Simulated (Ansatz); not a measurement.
## Molecular dynamics of CH₆AlN

The input (input.yaml):

```yaml
crystal:
  periodic: [false, false, false]
  atoms:
    - { symbol: Al, position_ang: [-0.269834, 0.42208, -0.242046] }
    - { symbol: C, position_ang: [0.316375, 0.060237, 1.644416] }
    - { symbol: H, position_ang: [0.931395, -0.99947, 1.726967] }
    - { symbol: H, position_ang: [1.092399, 0.747362, 1.947015] }
    - { symbol: H, position_ang: [-0.53296, 0.179936, 2.371238] }
    - { symbol: H, position_ang: [0.432629, 1.047405, -1.552052] }
    - { symbol: "N", position_ang: [-1.582156, -0.662632, -0.585148] }
    - { symbol: H, position_ang: [-2.125357, -0.993888, 0.215313] }
    - { symbol: H, position_ang: [-1.91303, -0.67142, -1.503801] }
basis:
  gaussian: { orbitals: def2-mTZVP }
hamiltonian:
  xc: pbe0
md:
  timestep: 0.5
  n_steps: 100
  ensemble: nve
  temperature: 1500.0
  initial_velocities: maxwell_boltzmann
  seed: 611796
  masses: [{ species: H, mass: 2.014 }]
```

Run as:

```bash
$ ansatz run input.yaml --threads 1 --pin off --max-ram 2048MiB --backend cpu --events-out ev --progress --plain --runs-dir out
```

It goes on from the last frame of an earlier run, with new velocities.

Output, in part (one step line in 2, the closing report, with atoms numbered from 0):

```
md step     0: t =     0.00 fs  T =  1500.0 K  F+E_penalty+E_count = -9216.54139588 eV  E_kin = 1.357230 eV  conserved = -9215.18416589 eV  (23 SCF iters)
md step     2: t =     1.00 fs  T =  1292.8 K  F+E_penalty+E_count = -9216.35195876 eV  E_kin = 1.169774 eV  conserved = -9215.18218522 eV  (22 SCF iters)
md step     4: t =     2.00 fs  T =  1043.7 K  F+E_penalty+E_count = -9216.12470983 eV  E_kin = 0.944331 eV  conserved = -9215.18037917 eV  (23 SCF iters)
md step     6: t =     3.00 fs  T =   868.4 K  F+E_penalty+E_count = -9215.96522645 eV  E_kin = 0.785739 eV  conserved = -9215.17948789 eV  (23 SCF iters)
md step     8: t =     4.00 fs  T =   828.3 K  F+E_penalty+E_count = -9215.92905666 eV  E_kin = 0.749441 eV  conserved = -9215.17961572 eV  (23 SCF iters)
md step    10: t =     5.00 fs  T =   918.6 K  F+E_penalty+E_count = -9216.01172940 eV  E_kin = 0.831209 eV  conserved = -9215.18052088 eV  (24 SCF iters)
md step    12: t =     6.00 fs  T =  1084.8 K  F+E_penalty+E_count = -9216.16321268 eV  E_kin = 0.981517 eV  conserved = -9215.18169519 eV  (24 SCF iters)
md step    14: t =     7.00 fs  T =  1255.1 K  F+E_penalty+E_count = -9216.31837397 eV  E_kin = 1.135607 eV  conserved = -9215.18276677 eV  (24 SCF iters)
md step    16: t =     8.00 fs  T =  1365.2 K  F+E_penalty+E_count = -9216.41912770 eV  E_kin = 1.235280 eV  conserved = -9215.18384803 eV  (24 SCF iters)
md step    18: t =     9.00 fs  T =  1363.6 K  F+E_penalty+E_count = -9216.41791663 eV  E_kin = 1.233853 eV  conserved = -9215.18406408 eV  (24 SCF iters)
md step    20: t =    10.00 fs  T =  1267.7 K  F+E_penalty+E_count = -9216.32911469 eV  E_kin = 1.147080 eV  conserved = -9215.18203486 eV  (24 SCF iters)
md step    22: t =    11.00 fs  T =  1216.1 K  F+E_penalty+E_count = -9216.28038344 eV  E_kin = 1.100365 eV  conserved = -9215.18001853 eV  (24 SCF iters)
md step    24: t =    12.00 fs  T =  1325.0 K  F+E_penalty+E_count = -9216.38019312 eV  E_kin = 1.198843 eV  conserved = -9215.18135052 eV  (23 SCF iters)
md step    26: t =    13.00 fs  T =  1501.9 K  F+E_penalty+E_count = -9216.54359294 eV  E_kin = 1.358983 eV  conserved = -9215.18461039 eV  (24 SCF iters)
md step    28: t =    14.00 fs  T =  1537.2 K  F+E_penalty+E_count = -9216.57622429 eV  E_kin = 1.390893 eV  conserved = -9215.18533175 eV  (24 SCF iters)
md step    30: t =    15.00 fs  T =  1360.6 K  F+E_penalty+E_count = -9216.41429629 eV  E_kin = 1.231084 eV  conserved = -9215.18321229 eV  (24 SCF iters)
md step    32: t =    16.00 fs  T =  1083.7 K  F+E_penalty+E_count = -9216.16123336 eV  E_kin = 0.980520 eV  conserved = -9215.18071342 eV  (24 SCF iters)
md step    34: t =    17.00 fs  T =   861.1 K  F+E_penalty+E_count = -9215.95838475 eV  E_kin = 0.779112 eV  conserved = -9215.17927237 eV  (24 SCF iters)
md step    36: t =    18.00 fs  T =   788.0 K  F+E_penalty+E_count = -9215.89217451 eV  E_kin = 0.712999 eV  conserved = -9215.17917518 eV  (25 SCF iters)
md step    38: t =    19.00 fs  T =   871.1 K  F+E_penalty+E_count = -9215.96850155 eV  E_kin = 0.788160 eV  conserved = -9215.18034142 eV  (25 SCF iters)
md step    40: t =    20.00 fs  T =  1033.2 K  F+E_penalty+E_count = -9216.11725751 eV  E_kin = 0.934890 eV  conserved = -9215.18236791 eV  (24 SCF iters)
md step    42: t =    21.00 fs  T =  1148.8 K  F+E_penalty+E_count = -9216.22343538 eV  E_kin = 1.039471 eV  conserved = -9215.18396448 eV  (24 SCF iters)
md step    44: t =    22.00 fs  T =  1135.7 K  F+E_penalty+E_count = -9216.21070510 eV  E_kin = 1.027610 eV  conserved = -9215.18309469 eV  (24 SCF iters)
md step    46: t =    23.00 fs  T =  1070.4 K  F+E_penalty+E_count = -9216.14881792 eV  E_kin = 0.968524 eV  conserved = -9215.18029353 eV  (24 SCF iters)
md step    48: t =    24.00 fs  T =  1123.4 K  F+E_penalty+E_count = -9216.19729324 eV  E_kin = 1.016448 eV  conserved = -9215.18084497 eV  (24 SCF iters)
md step    50: t =    25.00 fs  T =  1266.6 K  F+E_penalty+E_count = -9216.33086625 eV  E_kin = 1.146004 eV  conserved = -9215.18486223 eV  (24 SCF iters)
md step    52: t =    26.00 fs  T =  1286.1 K  F+E_penalty+E_count = -9216.34876296 eV  E_kin = 1.163701 eV  conserved = -9215.18506165 eV  (24 SCF iters)
md step    54: t =    27.00 fs  T =  1160.3 K  F+E_penalty+E_count = -9216.23197091 eV  E_kin = 1.049877 eV  conserved = -9215.18209393 eV  (24 SCF iters)
md step    56: t =    28.00 fs  T =  1041.6 K  F+E_penalty+E_count = -9216.12408482 eV  E_kin = 0.942498 eV  conserved = -9215.18158671 eV  (24 SCF iters)
md step    58: t =    29.00 fs  T =   967.6 K  F+E_penalty+E_count = -9216.05758636 eV  E_kin = 0.875474 eV  conserved = -9215.18211223 eV  (24 SCF iters)
md step    60: t =    30.00 fs  T =   904.6 K  F+E_penalty+E_count = -9215.99992324 eV  E_kin = 0.818509 eV  conserved = -9215.18141418 eV  (25 SCF iters)
md step    62: t =    31.00 fs  T =   877.6 K  F+E_penalty+E_count = -9215.97462850 eV  E_kin = 0.794077 eV  conserved = -9215.18055121 eV  (24 SCF iters)
md step    64: t =    32.00 fs  T =   927.5 K  F+E_penalty+E_count = -9216.01982707 eV  E_kin = 0.839220 eV  conserved = -9215.18060658 eV  (24 SCF iters)
md step    66: t =    33.00 fs  T =  1043.2 K  F+E_penalty+E_count = -9216.12568550 eV  E_kin = 0.943941 eV  conserved = -9215.18174464 eV  (24 SCF iters)
md step    68: t =    34.00 fs  T =  1149.8 K  F+E_penalty+E_count = -9216.22365403 eV  E_kin = 1.040337 eV  conserved = -9215.18331679 eV  (24 SCF iters)
md step    70: t =    35.00 fs  T =  1158.5 K  F+E_penalty+E_count = -9216.23164762 eV  E_kin = 1.048242 eV  conserved = -9215.18340582 eV  (24 SCF iters)
md step    72: t =    36.00 fs  T =  1087.9 K  F+E_penalty+E_count = -9216.16482631 eV  E_kin = 0.984314 eV  conserved = -9215.18051229 eV  (24 SCF iters)
md step    74: t =    37.00 fs  T =  1123.1 K  F+E_penalty+E_count = -9216.19447220 eV  E_kin = 1.016208 eV  conserved = -9215.17826425 eV  (24 SCF iters)
md step    76: t =    38.00 fs  T =  1389.5 K  F+E_penalty+E_count = -9216.43862776 eV  E_kin = 1.257213 eV  conserved = -9215.18141491 eV  (24 SCF iters)
md step    78: t =    39.00 fs  T =  1700.8 K  F+E_penalty+E_count = -9216.72550644 eV  E_kin = 1.538944 eV  conserved = -9215.18656229 eV  (24 SCF iters)
md step    80: t =    40.00 fs  T =  1748.9 K  F+E_penalty+E_count = -9216.77033440 eV  E_kin = 1.582407 eV  conserved = -9215.18792749 eV  (24 SCF iters)
md step    82: t =    41.00 fs  T =  1459.2 K  F+E_penalty+E_count = -9216.50426822 eV  E_kin = 1.320286 eV  conserved = -9215.18398207 eV  (24 SCF iters)
md step    84: t =    42.00 fs  T =  1084.8 K  F+E_penalty+E_count = -9216.16071015 eV  E_kin = 0.981542 eV  conserved = -9215.17916783 eV  (24 SCF iters)
md step    86: t =    43.00 fs  T =   923.2 K  F+E_penalty+E_count = -9216.01445830 eV  E_kin = 0.835355 eV  conserved = -9215.17910369 eV  (24 SCF iters)
md step    88: t =    44.00 fs  T =  1000.0 K  F+E_penalty+E_count = -9216.08594406 eV  E_kin = 0.904832 eV  conserved = -9215.18111168 eV  (24 SCF iters)
md step    90: t =    45.00 fs  T =  1185.2 K  F+E_penalty+E_count = -9216.25452463 eV  E_kin = 1.072421 eV  conserved = -9215.18210402 eV  (24 SCF iters)
md step    92: t =    46.00 fs  T =  1379.9 K  F+E_penalty+E_count = -9216.43189381 eV  E_kin = 1.248591 eV  conserved = -9215.18330234 eV  (24 SCF iters)
md step    94: t =    47.00 fs  T =  1483.2 K  F+E_penalty+E_count = -9216.52720138 eV  E_kin = 1.341994 eV  conserved = -9215.18520693 eV  (24 SCF iters)
md step    96: t =    48.00 fs  T =  1377.9 K  F+E_penalty+E_count = -9216.43234134 eV  E_kin = 1.246734 eV  conserved = -9215.18560738 eV  (24 SCF iters)
md step    98: t =    49.00 fs  T =  1074.9 K  F+E_penalty+E_count = -9216.15395319 eV  E_kin = 0.972566 eV  conserved = -9215.18138681 eV  (24 SCF iters)
md step   100: t =    50.00 fs  T =   856.2 K  F+E_penalty+E_count = -9215.95136031 eV  E_kin = 0.774684 eV  conserved = -9215.17667662 eV  (24 SCF iters)
Total energy: -9215.95139301 eV, -338.6799668971 hartree
Atom 0 at    -0.313372     0.226845    -0.116577 Å, force     1.533401     1.190779     0.261327 eV/Å
Atom 1 at     0.491174     0.173620     1.622758 Å, force    -0.961889     1.897084     2.994740 eV/Å
Atom 2 at     1.041541    -0.706168     1.959013 Å, force     0.334023     0.054748    -0.345248 eV/Å
Atom 3 at     1.197781     1.104064     1.543975 Å, force    -0.991846    -1.674289     0.693189 eV/Å
Atom 4 at    -0.273678     0.334303     2.621010 Å, force     1.960634    -0.064463    -2.906240 eV/Å
Atom 5 at     0.338955     1.180110    -1.267722 Å, force    -0.063777    -0.294299     0.356449 eV/Å
Atom 6 at    -1.722223    -0.501452    -0.726661 Å, force     2.087189     3.496729     0.325751 eV/Å
Atom 7 at    -2.268105    -1.200569    -0.549986 Å, force    -4.196134    -5.071098     2.496867 eV/Å
Atom 8 at    -1.636457    -0.583423    -1.669157 Å, force     0.298400     0.464810    -3.876836 eV/Å
Dipole moment:    -0.078224    -0.325404     0.013269 e Å
```

All steps were run. The conserved energy stayed within 0.84 meV per atom of its start (net change 0.83 meV per atom), so the integration is sound. A run of 0.05 ps of so small a system gives no equilibrium averages.

The same pairs are bonded in the first frame and the last. Pairs count as bonded within 1.25 times the sum of covalent radii (0.12 Å more for H–H).

Last frame:

```xyz
9
Properties=species:S:1:pos:R:3
Al -0.313 0.227 -0.117
C 0.491 0.174 1.623
H 1.042 -0.706 1.959
H 1.198 1.104 1.544
H -0.274 0.334 2.621
H 0.339 1.180 -1.268
N -1.722 -0.501 -0.727
H -2.268 -1.201 -0.550
H -1.637 -0.583 -1.669
```

Run time: 3.5 min on 1 thread of Arm Neoverse V2, on a shared host, peak memory 0.13 GiB.
